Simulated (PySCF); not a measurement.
Cl₂⁺, PBE0: how much the basis matters

PySCF, UKS reference; doublet, unpaired electrons π ↑; De to Cl⁺ + Cl without counterpoise correction.

```json
{"basis": "6-31G(d,p)", "relativity": "no relativity", "functions": "36", "Re (Å)": "1.910", "ωe (cm⁻¹)": "651", "De (eV)": "3.63"}
{"basis": "jorge-DZP-DKH", "relativity": "spin-free X2C", "functions": "48", "Re (Å)": "1.921", "ωe (cm⁻¹)": "653", "De (eV)": "3.76"}
{"basis": "aug-pcseg-1", "relativity": "no relativity", "functions": "54", "Re (Å)": "1.917", "ωe (cm⁻¹)": "659", "De (eV)": "3.81"}
{"basis": "def2-TZVP", "relativity": "no relativity", "functions": "74", "Re (Å)": "1.884", "ωe (cm⁻¹)": "678", "De (eV)": "4.23"}
{"basis": "def2-TZVPPD", "relativity": "no relativity", "functions": "102", "Re (Å)": "1.883", "ωe (cm⁻¹)": "679", "De (eV)": "4.23"}
```

(1) How does each smaller set differ from the one with most functions, def2-TZVPPD?

The state was picked by a PBE0 search and need not be the measured ground state.

Answers

(1) 6-31G(d,p): +2.7 pm, -4.1 % in ωe, -0.60 eV in De; jorge-DZP-DKH: +3.8 pm, -3.8 % in ωe, -0.47 eV in De; aug-pcseg-1: +3.4 pm, -2.9 % in ωe, -0.42 eV in De; def2-TZVP: +0.1 pm, -0.1 % in ωe, +0.00 eV in De. All at PBE0; the set with most functions is neither the basis-set limit nor always the best. The rows treat relativity differently, so the differences are not basis effects alone.
